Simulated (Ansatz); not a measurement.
Relaxation of AlFH4O (7 atoms, charge 0, multiplicity 1), to a largest force component of 0.03 eV/Å in at most 50 steps.

All numbers below come from RKS B3LYP-D4/cc-pVDZ (Ansatz).

```xyz
7
Properties=species:S:1:pos:R:3
Al 0.061 0.313 -0.105
H 0.080 0.127 1.453
F 1.515 0.782 -0.834
H -1.233 0.244 -1.005
O 0.113 -2.474 0.897
H -0.808 -2.778 0.824
H 0.056 -1.739 1.559
```

Where does it end, and by what steps?

It converged. After 9 steps the energy has fallen by 0.760 eV; O5 moved furthest, 0.62 Å. Joined: Al1–O5 (2.96 → 2.04 Å).

```json
{"step": "0", "energy less start (eV)": "0.0000", "largest force component (eV/Å)": "0.965", "accepted": "yes"}
{"step": "1", "energy less start (eV)": "-0.1102", "largest force component (eV/Å)": "1.592", "accepted": "yes"}
{"step": "2", "energy less start (eV)": "-0.2970", "largest force component (eV/Å)": "2.222", "accepted": "yes"}
{"step": "3", "energy less start (eV)": "-0.5731", "largest force component (eV/Å)": "1.543", "accepted": "yes"}
{"step": "4", "energy less start (eV)": "-0.7110", "largest force component (eV/Å)": "0.536", "accepted": "yes"}
{"step": "5", "energy less start (eV)": "-0.7304", "largest force component (eV/Å)": "0.318", "accepted": "yes"}
{"step": "6", "energy less start (eV)": "-0.7290", "largest force component (eV/Å)": "0.752", "accepted": "no"}
{"step": "7", "energy less start (eV)": "-0.7588", "largest force component (eV/Å)": "0.057", "accepted": "yes"}
{"step": "8", "energy less start (eV)": "-0.7594", "largest force component (eV/Å)": "0.062", "accepted": "yes"}
{"step": "9", "energy less start (eV)": "-0.7596", "largest force component (eV/Å)": "0.003", "accepted": "yes"}
```

```xyz
7
Properties=species:S:1:pos:R:3
Al -0.010 0.067 0.110
H -0.012 0.712 1.567
F 1.467 0.193 -0.737
H -1.312 -0.052 -0.801
O 0.086 -1.892 0.682
H -0.603 -2.482 0.335
H 0.168 -2.070 1.633
```

Whether the end is a true minimum wasn't checked by a vibrational analysis.

Time of the run: 23 s on 1 thread of Arm Neoverse V1, with other jobs on the host, peak memory 0.13 GiB.
